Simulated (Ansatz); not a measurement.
## O3S, SMILES O=S(=O)=O: a polarisability from point charges, step by step

With the Ansatz DFT code, driven from Python.

Notebook, run cell by cell (the value of a cell's last expression is shown):

**Cell 1**
```python
import warnings

import ansatz as az
import numpy as np
```

**Cell 2**
```python
GEOMETRY = """
O    -0.71790   -1.24660   -0.22830
S    -0.01620   -0.00240    0.61300
O    -0.71300    1.25120   -0.21840
O     1.44700   -0.00220   -0.16630
"""

warnings.simplefilter("ignore", az.DeckWarning)
```

**Cell 3**
```python
o3s = az.Crystal.molecule()
for line in GEOMETRY.strip().splitlines():
    symbol, *xyz = line.split()
    o3s = o3s.atom(symbol, [float(v) for v in xyz])
```

**Cell 4**
```python
model = (
    o3s.calculation()
    .basis(gaussian="def2-SVP")
    .functional("b3lyp")
    .forces()
)
centre = np.mean([site.position_ang for site in o3s.cartesian_sites], axis=0)
field = 2 * 14.399645 * 2.0 / 30.0 ** 2
```

**Cell 5**
```python
def dipole(axis, sign):
    arm = 30.0 * np.eye(3)[axis]
    pair = [{"charge": sign * 2.0, "position_ang": (centre - arm).tolist()}, {"charge": -sign * 2.0, "position_ang": (centre + arm).tolist()}]
    deck = model.input().set(az.key.basis.gaussian.point_charges, pair)
    return np.array(az.Session.from_dict(deck).plan().execute().report["charge_distribution"]["dipole_moment_e_ang"])
```

**Cell 6**
```python
print(f"field {field:.4f} V/A")
alpha = np.array([(dipole(axis, 1) - dipole(axis, -1)) / (2 * field) * 14.399645 for axis in range(3)])
print("polarisability tensor (A^3)")
print(np.array2string(alpha, precision=3, suppress_small=True))
print(f"mean {np.trace(alpha) / 3:.3f} A^3 = {np.trace(alpha) / 3 / 0.14818471:.2f} bohr^3")
```
Output:
```text
field 0.0640 V/A
polarisability tensor (A^3)
[[ 5.21  -0.     0.053]
 [-0.     5.211  0.008]
 [ 0.054  0.008  3.133]]
mean 4.518 A^3 = 30.49 bohr^3
```

The geometry is a force-field or estimated start, not a minimum of this method, and the basis set is short of its limit. The field of two point charges is only nearly even. b3lyp holds the VWN-RPA fit, as in Gaussian; the form of ORCA and Turbomole is b3lyp5. Without diffuse functions polarisabilities are unreliable, as a rule too low, and they change with the bond lengths of this unrelaxed start. Hardware and time: 41 s on 1 thread of Arm Neoverse V1, on a shared host, peak memory 0.19 GiB.
